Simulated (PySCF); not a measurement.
CHCl₃, SMILES ClC(Cl)Cl.

Coordinates come from a TPSSh-D3(BJ)/def2-SVP optimisation.

These are PySCF with PBE/def2-TZVPD values and carry that method's errors.

Isolated molecule, no solvent.

Computed frontier levels, gap, dipole moment and polarisability:
* **highest occupied level**: -7.53 eV
* **lowest empty level**: -2.30 eV
* **orbital gap**: 5.23 eV
* **dipole moment**: 1.03 D
* **quadrupole, principal values (traceless, Buckingham form, about the centre of nuclear charge)**: -1.00, -1.00, 2.01 D·Å
* **mean static polarisability**: 60.1 bohr³ (8.90 Å³)
* **polarisability, principal values**: 46.8, 66.7, 66.7 bohr³
